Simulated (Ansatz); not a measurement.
Species: C$_{2}$H$_{3}$N, SMILES `CC#N` with one electron removed (charge 1, multiplicity 2), formula C$_{2}$H$_{3}$N.

Q: How many basis functions does frozen-core CCSD(T)/cc-pVTZ // PBE0-D3(BJ)/def2-SVP run with Ansatz (a quantum-chemistry and plane-wave program) use, how many core orbitals are frozen, and how many electrons are correlated?

A: 132 basis functions and 3 frozen orbitals, which leaves 15 correlated electrons. Core time is of the order of minutes.
